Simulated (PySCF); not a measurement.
O₂, SMILES O=O (connectivity only; charge and spin as stated), charge +1, multiplicity 2.

Coordinates come from a B3LYP-D3(BJ)/def2-TZVPD optimisation.

Two levels are set side by side: PBE/def2-TZVPD (PySCF) and PBE0/def2-TZVPD (PySCF). Same geometry, gas phase. Differences are taken from unrounded values.

```
quantity                      PBE0   PBE  PBE minus PBE0
---------------------------  -----  ----  --------------
α-spin orbital gap (eV)       4.20  0.27           -3.93
β-spin orbital gap (eV)      11.04  7.84           -3.20
mean polarisability (bohr³)    6.5   6.5             0.1
```

Rough cost on one machine, each run with all the roots and properties that it gave: PBE0 against PBE within a factor of 2.
